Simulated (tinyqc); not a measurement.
Ways to converge the cycle: SCF convergence aids in the sto-3g basis, for H3O+, spin multiplicity 1. Computed by the program tinyqc with PySCF. Command: `OMP_NUM_THREADS=1 python tinyqc.py 111565 111566 out.jsonl`; one thread of a shared host (Intel(R) Xeon(R) Processor @ 2.60GHz), about 0.7 s.

Geometry (angstrom):
```
atom        x        y       z
O      0.0000   0.0000  0.2870
H      0.9390   0.0000  0.0000
H     -0.4700   0.8130  0.0000
H     -0.4700  -0.8130  0.0000
```

lowest restricted solution found by these runs and by PySCF = -75.329832 hartree

RHF with one setting changed at a time; a run stops when the energy changes by less than 1e-09 hartree and the error matrix is below 1e-5. The start is the Wolfsberg-Helmholz matrix. Damping d keeps d of the old density; a shift (hartree) raises the virtual levels; DIIS n extrapolates F over n matrices.

Largest element of the error matrix X^T (FDS - SDF) X:
```
iteration    plain  damping 0.3  damping 0.6  shift 0.4   DIIS 3   DIIS 8
1          5.0e-01      5.0e-01      5.0e-01    5.0e-01  5.0e-01  5.0e-01
2          9.0e-02      1.7e-01      3.1e-01    1.2e-01  9.0e-02  9.0e-02
3          2.2e-02      6.8e-02      1.9e-01    5.2e-02  1.4e-02  1.4e-02
4          6.6e-03      3.5e-02      1.2e-01    2.2e-02  2.6e-03  2.6e-03
5          2.4e-03      1.7e-02      7.5e-02    9.6e-03  8.7e-04  8.6e-04
6          9.2e-04      8.7e-03      4.9e-02    5.2e-03  2.0e-04  5.7e-06
8          1.5e-04      2.1e-03      2.6e-02    1.6e-03  6.0e-06        -
10         2.5e-05      6.8e-04      1.3e-02    5.1e-04        -        -
14               -      7.5e-05      3.5e-03    5.5e-05        -        -
20               -            -      5.0e-04          -        -        -
30               -            -      3.1e-05          -        -        -
```

How each run ends:
```
run          iterations  E (hartree)         state
plain                12    -75.32983  lowest found
damping 0.3          19    -75.32983  lowest found
damping 0.6          39    -75.32983  lowest found
shift 0.4            18    -75.32983  lowest found
DIIS 3                8    -75.32983  lowest found
DIIS 8                7    -75.32983  lowest found
```

6 of 6 runs reach the lowest restricted solution found, in 7 to 39 iterations (fastest: DIIS 8). Plain steps already contract here, so damping only slows them. DIIS 3 and DIIS 8 gain by cancelling the error over several earlier matrices, much as a quasi-Newton step does.
